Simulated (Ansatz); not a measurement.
# SiNH (singlet): from Hartree-Fock to the top rungs at distance Si1–N2 = 5.309 Å, 6-31G

Aim: climb from Hartree-Fock through coupled cluster and multireference methods for SiNH (singlet) at one geometry and basis, and see what each rung misses.

Program: Ansatz 0.2.0, Gaussian basis. Level of theory: 6-31G, core rule «outside noble gas», up to 6 orbitals frozen. These are calculated values, not measurements.

Plan: UHF; CCSD(T) on RHF; CCSD(T) on UHF; CISD; CCSDT(Q) on RHF; CCSDT(Q) on UHF; CISDTQ; CASSCF and MRCISD+Q, 2 electrons in 2 orbitals; CASSCF and NEVPT2, 2 electrons in 2 orbitals; CASSCF and MRCISD+Q, 10 electrons in 9 orbitals; CASSCF and NEVPT4(SD), 10 electrons in 9 orbitals; CASSCF and NEVPT2, 10 electrons in 9 orbitals; Full CI.

29 further runs of the same task are left out: 5 for a known fault of the program, 19 that didn't finish, 5 set aside as unsound or not needed.

## 1. What is computed

The geometry derives from a PBE0/def2-TZVP stationary point (not a proven minimum). One bond is set to the value named and the two fragments are kept rigid.

3 atoms, charge 0, spin multiplicity 1.

Atoms are counted from 1 here; the program's logs count them from 0.

Bond lengths: Si1–H3 1.487 Å.

## 2. UHF

The input, in.yaml:

```yaml
crystal:
  periodic: [false, false, false]
  atoms:
    - {symbol: Si, position_ang: [0.000000, 0.000000, 1.273949]}
    - {symbol: N, position_ang: [0.000000, 0.000000, -4.035051]}
    - {symbol: H, position_ang: [0.000000, 0.000000, 2.761101]}
basis:
  gaussian: {orbitals: 6-31G}
magnetization: {spin_polarized: true, initial_magnetization: 0}
hamiltonian: {xc: hf}
output: {orbitals: {seedname: orbitals}}
```

The run is started by

```
ansatz run in.yaml --threads 1 --pin off --events-out ev --progress --plain --max-ram 2393MiB
```

After this run come: CCSD(T) on RHF; CCSD(T) on UHF; CISD; CCSDT(Q) on RHF; CCSDT(Q) on UHF; CISDTQ; CASSCF and MRCISD+Q, 2 electrons in 2 orbitals; CASSCF and NEVPT2, 2 electrons in 2 orbitals; CASSCF and MRCISD+Q, 10 electrons in 9 orbitals; CASSCF and NEVPT4(SD), 10 electrons in 9 orbitals; CASSCF and NEVPT2, 10 electrons in 9 orbitals; Full CI.

Q: Predict the results of all the runs planned. Wanted: FCI below the RHF energy; RMP2 from FCI; UMP2 from FCI; RCCSD from FCI; RCCSD(T) from FCI; UCCSD(T) from FCI; RCCSDT(Q) from FCI; UCCSDT(Q) from FCI; NEVPT2 valence from FCI.

As calculated:

```
                         quantity                                                                 value
         FCI below the RHF energy                                                           -10.1069 eV
                    RMP2 from FCI                                                           +2840.5 meV
                    UMP2 from FCI                                                            +496.9 meV
                   RCCSD from FCI                                                           +2236.4 meV
                RCCSD(T) from FCI                                                           +1112.6 meV
                UCCSD(T) from FCI                                                              +0.1 meV
               RCCSDT(Q) from FCI                                                           +1710.7 meV
               UCCSDT(Q) from FCI                                                              -3.8 meV
          NEVPT2 valence from FCI                                                            +445.4 meV
      NEVPT4(SD) valence from FCI                                                             +52.0 meV
        MRCISD+Q valence from FCI                                                              -1.3 meV
levels within 1 kcal/mol (43 meV)  UCCSD, UCCSD(T), UCCSDT, UCCSDT(Q), MRCISD valence, MRCISD+Q valence
                    T1 diagnostic                                                                 0.106
   effectively unpaired electrons                                                                  6.01
```

In words: RCCSD(T) misses by +1112.6 meV, 11.0 % of the correlation energy. CCSD(T) misses by +1112.6 meV on the restricted determinant and by +0.1 meV on the unrestricted one; the two need not hold the same state or core. UCCSDT, UCCSDT(Q) fall below full CI: unrestricted runs freeze a spin-polarised core, another one than full CI's, and coupled cluster isn't variational. With 6.0 effectively unpaired electrons against 0 the state is strongly multireference. Of the multireference levels listed MRCISD+Q valence comes nearest in total energy (-1.3 meV), which doesn't show that its space is the better one. These misses are within one basis, not against nature.
